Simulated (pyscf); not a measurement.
Structures and frequencies: ωB97X-D3(BJ)/def2-SVP in PySCF.

Problem. For chloroethane (H₃C–CH₂–Cl) + Br atom (Br•) -> H₃C–CH₂–Br + Cl atom (Cl•), a substitution at C (doublet surface; C–Cl broken, Br–C formed), PBE/def2-TZVP gives ΔE‡ = 0.73 eV and ΔE = +0.51 eV (zero: the separated reactants). In which direction and how far do r²SCAN/def2-TZVP, PBE0-D3(BJ)/def2-TZVP, ωB97M-D3(BJ)/def2-TZVP move these?

Solution. r²SCAN: ΔE‡ = 0.82 eV, ΔE = +0.48 eV; PBE0-D3(BJ): ΔE‡ = 1.01 eV, ΔE = +0.50 eV; ωB97M-D3(BJ): ΔE‡ = 1.33 eV, ΔE = +0.59 eV. PBE's barrier lies under all of them, by 0.10 to 0.60 eV. Its reaction energy lies among theirs. Low barriers are usual for a GGA, whose delocalisation error favours stretched bonds. This is the saddle that the search found; another between the same sides may lie lower. The angle at the attacked C is 149°. Left out: the spin-orbit lowering of Br, Cl, which is large for Br, Se, Te and I. Elements up to Kr have no core potential and no relativistic terms here.
